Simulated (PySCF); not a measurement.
Compound: C2H6O.
Atom-mapped SMILES: `[CH3:1][CH2:2][OH:3]` (hydrogens: H4, H5, H6 on C1; H7, H8 on C2; H9 on O3)

Cartesian coordinates in Å at the PBE0-D3(BJ)/def2-TZVP level; atoms count from 1:
```
atom  x, y, z in Å
C1     0.8767    0.1818    0.2003
C2    -0.4284   -0.4936   -0.1601
O3    -1.3811    0.4031   -0.6944
H4     1.6066   -0.5488    0.5586
H5     0.7308    0.9193    0.9960
H6     1.2958    0.6952   -0.6674
H7    -0.8365   -1.0201    0.7141
H8    -0.2649   -1.2427   -0.9382
H9    -1.5442    1.0906   -0.0438
```

Level: wB97X-D/pcSseg-2 in PySCF, non-relativistic, on one gas-phase PBE0-D3(BJ)/def2-TZVP geometry that isn't relaxed in the solvent. The solvent is an IEF-PCM continuum (van der Waals radii × 1.2). Specific hydrogen bonds and non-electrostatic terms are outside this model.

Gas phase at wB97X-D/pcSseg-2: HOMO -9.82 eV, LUMO 2.26 eV, dipole 1.74 D.

Problem. What does the continuum do to the energy, the frontier levels and the dipole at wB97X-D/pcSseg-2 in chloroform?

Solution. 
```json
{"solvent": "chloroform", "ε": "4.711", "E(solvent) − E(gas) (kcal/mol)": "-3.33", "polarisation term (kcal/mol)": "-3.66", "distortion of the solute (kcal/mol)": "0.33", "HOMO (eV)": "-9.83", "LUMO (eV)": "2.50", "dipole (D)": "2.06"}
```

The polarisation term is half the interaction of the solute with the surface charges that it induces; the rest is the cost of distorting the solute's density. The sum is the electrostatic part of solvation alone.

Problem. Which radius a makes the point-dipole formula ΔE = −[(ε − 1)/(2ε + 1)]·μ²/a³ give the value in chloroform, with the gas-phase dipole?

Solution. μ = 0.684 au and |ΔE| = 0.00530 Eh give a = 1.67 Å; the farthest nucleus lies 1.90 Å from the centroid of the nuclei, so such a sphere wouldn't even hold the nuclei. The formula assumes a rigid point dipole at the centre of a sphere.

Problem. Give the dipole vector in the frame of the coordinates (D, pointing from negative to positive charge), gas and chloroform.

Solution. Gas (0.85, 0.12, 1.51), solvent (0.97, 0.14, 1.80). Its length changes by +18 % and its direction by less than 1°.

The pairwise dispersion term of wB97X-D wasn't added to the energies; at a given geometry it leaves orbitals and properties as they are.
